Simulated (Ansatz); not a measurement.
**C2H4O3: up Jacob's ladder to CCSD(T)**

One table from this session's results is given with a row withheld; the runs are named, their logs left out.

Program: Ansatz 0.2.0, Gaussian basis. Level of theory: functionals in def2-TZVPP, the program's frozen cores in correlated methods. These are calculated values, not measurements.

The runs, in order: LDA (SPW92), PBE-D4, revPBE-D4, BLYP-D4, r2SCAN-D4, B97M-V, PBE0-D4, B3LYP-D4, r2SCANh-D4, r2SCAN0-D4, HSE06-D4, BHLYP-D4, CAM-B3LYP-D4, LC-ωPBE, ωB97X-V, ωB97M-V, B2PLYP, PBE-QIDH; CCSD(T)/def2-SVP; CCSD(T)/def2-TZVPP; MP2/def2-QZVPP; extrapolation to the limit; RPA on PBE.

## Structure used throughout

All runs share one geometry, relaxed beforehand with PBE0-D4 in a triple-zeta def2 set.

SMILES `COC(=O)O`, 9 atoms, charge 0, spin multiplicity 1.

Atoms are counted from 1 here; the program's logs count them from 0.

Bond lengths: C1–O2 1.424 Å, C1–H6 1.087 Å, C1–H7 1.090 Å, C1–H8 1.090 Å, O2–C3 1.324 Å, C3–O4 1.201 Å, C3–O5 1.335 Å, O5–H9 0.964 Å. Angles: O2–C1–H6 105.6°, O2–C1–H7 110.6°, O2–C1–H8 110.6°, H6–C1–H7 110.5°, H6–C1–H8 110.5°, H7–C1–H8 109.1°, C1–O2–C3 114.6°, O2–C3–O4 126.4°, O2–C3–O5 108.5°, O4–C3–O5 125.1°, C3–O5–H9 106.1°.

Set-up of the first run:

Input file in.yaml:

```yaml
crystal:
  periodic: [false, false, false]
  atoms:
    - {symbol: C, position_ang: [-0.358082, -0.564408, -1.217397]}
    - {symbol: O, position_ang: [0.035471, 0.582964, -0.470695]}
    - {symbol: C, position_ang: [0.254043, 0.355527, 0.814938]}
    - {symbol: O, position_ang: [0.150822, -0.699722, 1.379118]}
    - {symbol: O, position_ang: [0.612956, 1.504049, 1.393760]}
    - {symbol: H, position_ang: [-0.499308, -0.215185, -2.237403]}
    - {symbol: H, position_ang: [0.417376, -1.330221, -1.180177]}
    - {symbol: H, position_ang: [-1.287057, -0.977856, -0.823428]}
    - {symbol: H, position_ang: [0.762279, 1.298553, 2.324184]}
basis:
  gaussian: {orbitals: def2-TZVPP}
hamiltonian: {xc: lda}
output: {orbitals: {seedname: orbitals}}
```

Command:

```
$ ansatz run in.yaml --threads 4 --pin off --events-out ev --progress --plain --max-ram 10444MiB
```

Among the steps run: LDA; PBE-D4 (GGA); revPBE-D4 (GGA); BLYP-D4 (GGA); r2SCAN-D4 (meta-GGA); B97M-V (meta-GGA); B3LYP-D4 (hybrid); r2SCANh-D4 (hybrid); r2SCAN0-D4 (hybrid); HSE06-D4 (hybrid); BHLYP-D4 (hybrid); CAM-B3LYP-D4 (range-separated); LC-ωPBE (range-separated); ωB97X-V (range-separated); ωB97M-V (range-separated); B2PLYP (double hybrid); PBE-QIDH (double hybrid).

One of the session's tables, all rows but one given; the rest of the session is left out.

It belongs to the step «Orbital energies across the functionals». 

```
  functional  HOMO (eV)  LUMO (eV)  gap (eV)
 LDA (SPW92)      -7.04      -0.38      6.66
      PBE-D4      -6.79      -0.06      6.72
   revPBE-D4      -6.70       0.05      6.75
     BLYP-D4      -6.71       0.00      6.71
   r2SCAN-D4      -7.16       0.26      7.42
      B97M-V      -7.27       0.37      7.64
     PBE0-D4      -8.56       0.98      9.55
    B3LYP-D4          ?          ?         ?
  r2SCANh-D4      -7.83       0.69      8.52
  r2SCAN0-D4      -8.84       1.34     10.17
    HSE06-D4      -8.15       0.61      8.76
    BHLYP-D4     -10.30       1.61     11.91
CAM-B3LYP-D4     -10.11       1.73     11.84
     LC-ωPBE     -11.44       3.14     14.58
     ωB97X-V     -11.09       2.93     14.02
     ωB97M-V     -11.04       2.45     13.49
```

Estimate the missing values for B3LYP-D4.

Worked estimate for «HOMO (eV)». Against the share of exact exchange, BLYP-D4 (0, -6.71), BHLYP-D4 (0.5, -10.30) give a slope of -7.18 per unit share; at 0.2 the line stands at -8.15.

As computed: HOMO (eV): -8.30; LUMO (eV): 0.57; gap (eV): 8.87. In «HOMO (eV)» the line misses by +0.15.
